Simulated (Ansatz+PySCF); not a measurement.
The numbers below are computed, except where a source is named.
Input for Ansatz (development build ahead of 0.2.0):

```yaml
crystal:
  periodic: [false, false, false]
  atoms:
    - { symbol: "N", position_ang: [0.0, 0.0, -0.42011] }
    - { symbol: O, position_ang: [0.0, 0.9763, 0.1838] }
    - { symbol: O, position_ang: [0.0, -0.9763, 0.1838] }
basis:
  gaussian: { orbitals: def2-SVP }
total_charge: -1
hamiltonian:
  xc: hf
```

The input is written out in the form of the current development build from the run's settings.

Results

| Property | Result |
| --- | --- |
| Converged | yes |
| Total energy | -203.88257 hartree |
| Spin squared of the determinant | 0.000 |
| Stability test | minimum among restricted orbitals |
| Occupied orbitals by symmetry in an Abelian subgroup (alpha; beta) | 6 A1 1 A2 1 B1 4 B2; 6 A1 1 A2 1 B1 4 B2 |

Caution: no diffuse functions for an anion.
